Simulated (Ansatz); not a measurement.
Cost against result

Saddle point of CH₆SSi, singlet (CH₆SSi ([CH3][SiH2][SH]) → SiH₂S ([SiH2][S]) + CH₄; bonds formed: C2–H4; bonds broken: Si1–C2, S3–H4), PBE0-D4/def2-TZVP structure:

Si1  (-0.844, -0.714, 0.078)
C2  (0.634, 0.765, 0.054)
S3  (0.166, -2.177, -0.886)
H4  (0.710, -0.469, -0.496)
H5  (-1.973, 0.002, -0.573)
H6  (-1.068, -0.723, 1.547)
H7  (-0.111, 1.558, -0.063)
H8  (1.089, 0.779, 1.041)
H9  (1.398, 0.980, -0.703)
(Å)

Barriers are electronic and count from the start structure reached by relaxing down the imaginary mode.

Computed with Ansatz 0.2.0 (basis: as named in each row); correlated methods freeze the cores. B3LYP uses VWN-RPA correlation. Extrapolation: Hartree–Fock as exp(−7.88 √X), correlation as X^−2.97.

Times are rough, for one single point on 2 threads of a shared host (Arm Neoverse V1).

The estimate by CCSD(T) at an estimated basis limit (MP2 extrapolated from triple and quadruple zeta, plus CCSD(T) − MP2 in triple zeta) is 56.63 kcal/mol.

| method | basis | time (s) | barrier (kcal/mol) | method less estimate |
| --- | --- | --- | --- | --- |
| HF | STO-3G | under 1 | 146.73 | 90.09 |
| PBE-D4 | STO-3G | under 1 | 107.30 | 50.66 |
| SPW92 | def2-SVP | under 1 | 46.63 | -10.00 |
| B3LYP-D4 | 6-31G | under 1 | 65.45 | 8.81 |
| PBE-D4 | def2-SVP | under 1 | 50.29 | -6.34 |
| PBE0-D4 | def2-SVP | 1 | 54.86 | -1.78 |
| SPW92 | def2-TZVPP | 1 | 45.41 | -11.22 |
| CCSD(T) | def2-SVP | 2 | 62.58 | 5.95 |
| PBE-D4 | def2-TZVPP | 2 | 48.93 | -7.70 |
| BLYP-D4 | def2-TZVPP | 2 | 52.90 | -3.73 |
| B3LYP-D4 | def2-TZVPP | 3 | 56.07 | -0.57 |
| BHLYP-D4 | def2-TZVPP | 3 | 61.24 | 4.60 |
| PBE0-D4 | def2-TZVPP | 3 | 53.17 | -3.46 |
| CAM-B3LYP-D4 | def2-TZVPP | 3 | 58.57 | 1.94 |
| r2SCAN-D4 | def2-TZVPP | 4 | 51.57 | -5.06 |
| RPA on PBE | def2-TZVPP | 4 | 58.35 | 1.72 |
| r2SCAN0-D4 | def2-TZVPP | 6 | 54.56 | -2.07 |
| wB97M-V | def2-SVP | 6 | 58.64 | 2.01 |
| B2PLYP | def2-TZVPP | 6 | 56.73 | 0.10 |
| PBE-QIDH | def2-TZVPP | 6 | 56.03 | -0.60 |
| wB97X-V | def2-TZVPP | 8 | 58.53 | 1.89 |
| B97M-V | def2-TZVPP | 10 | 53.53 | -3.11 |
| wB97M-V | def2-TZVPP | 10 | 57.10 | 0.47 |
| MP2 | def2-QZVPP | 19 | 54.60 | -2.03 |
| CCSD(T) | def2-TZVPP | 44 | 58.15 | 1.51 |

All methods are single points on the PBE0-D4 structures.

The T1 diagnostic stays at or below 0.017.

Labels in which every atom is bracketed show which atoms are joined, not bond orders.
